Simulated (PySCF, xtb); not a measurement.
P2. Atoms are numbered in the order given.

```xyz
2

P      0.0000     0.0000    -0.9442
P      0.0000     0.0000     0.9442
```
Charge 0, spin multiplicity 1.

Geometry optimised at B3LYP-D3(BJ)/def2-TZVPD.

The numbers are results of C-PCM-M06-2X/def2-TZVPD run with PySCF, not measurements.

The values are the electrostatic part of the solvation free energy, E(continuum) − E(gas) at the gas-phase geometry, in a cavity of scaled van der Waals radii (PySCF's table); cavitation and dispersion terms are not included. In vacuum the orbital gap is 7.31 eV. The dipole moment in vacuum is 0.00 D.

```tsv
solvent	ε	ΔG(elec) (kcal/mol)	dipole (D)	gap (eV)
water	78.36	-0.3	0.00	7.35
chloroform	4.71	-0.3	0.00	7.34
2-propanol	19.26	-0.3	0.00	7.35
```

For comparison, GFN2-xTB/ALPB(water) (xtb, at the GFN2-xTB geometry, all terms of that model) gives 3.8 kcal/mol.
